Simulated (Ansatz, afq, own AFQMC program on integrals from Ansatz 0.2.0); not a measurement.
AFQMC on a folder of integrals that Ansatz 0.2.0 wrote.

```yaml
crystal:
  periodic: [false, false, false]
  atoms:
    - {symbol: N, position_ang: [0.000000, 0.000000, 1.119979]}
    - {symbol: C, position_ang: [0.000000, 0.000000, -0.025627]}
    - {symbol: H, position_ang: [0.000000, 0.000000, -1.094352]}
basis:
  gaussian: {orbitals: cc-pVDZ}
magnetization: {spin_polarized: false}
correlation: {method: ccsd_t, electrons: outside_noble_gas, hamiltonian_folder: ham}
```

```sh
$ ansatz run in.yaml --threads 1 --pin off --events-out ev --progress --plain --max-ram 1382MiB
```

afq runs on the folder ham with

```
--method phaseless --trial cisd --walkers 10 --populations 1 --least-time 40 --time-step 0.05 --steps-per-block 10 --equilibration-blocks 100 --max-blocks 600 --target-error 0.00076 --factor-cut 1e-05 --seed 6400 --taylor-order 2
```

Times are imaginary, in 1/Eh. The walk had a cap of 90 s.

```
orbitals 31  electrons 5 5  factors 232 of 313
reference energy -92.88386333 Eh
CCSD correlation -0.29194922 Eh in 10 cycles, weight of the determinant in the CISD state 0.8896
energy of the start -93.175813 Eh
 block  time / (1/Eh)  mean weight  energy / Eh
     1     0.500  0.9641  -93.177396
     2     1.000  1.0099  -93.179188
     3     1.500  0.9958  -93.180073
     4     2.000  1.0246  -93.178011
     5     2.500  1.0463  -93.187062
    10     5.000  0.9846  -93.199362
    86    43.000  0.9358  -93.180781
   171    85.500  0.9962  -93.173161
   256   128.000  1.0142  -93.183548
   307   153.500  1.0262  -93.141349
   341   170.500  0.9764  -93.172284
   426   213.000  0.9856  -93.189708
   511   255.500  1.0150  -93.173557
   596   298.000  0.9621  -93.173896
   681   340.500  0.9564  -93.253354
   698   349.000  0.9389  -93.188869
blocks merged  error / Eh  count
     1  0.001190  600
     2  0.001260  300
     4  0.001333  150
     8  0.001385  75
    16  0.001465  37
    32  0.001619  18
    64  0.001704  9
energy -93.189679 +/- 0.001619 Eh
(rows thinned)
```

The run passed its tests (sampling time, drift between the halves within three errors, error under three times the target), which doesn't prove that it has relaxed. The second half of the sampling lies below the first by 1.6 errors of their difference, so the energy may still be moving and its error bar be too small.

Against this walk (error 44.1 meV) on the same determinant: CCSD(T) 60.1 meV higher (within the noise), CCSDT(Q) 16.7 meV higher (within the noise), a separate phaseless walk with a CISD trial and standard settings 15.0 ± 49.6 meV lower (within the noise). The error is statistical and leaves out the bias of the constraint.

A setting was made bad on purpose (series of the exponential too short), so the walk's energy isn't to be trusted.

Cautions: constraint bias not in the error; error above the target (44.1 against 20.7 meV); so few walkers bias the energy; the time-step error isn't removed.

CCSDT and higher add their correlation energy to the determinant of the CCSD(T) run, since their own runs factorise the integrals more tightly (a shift of under 2 meV). A walk keeps the symmetry of its determinant, which the program's search chose and which needn't be the lowest solution, so a lower state of the same spin and another symmetry isn't excluded.
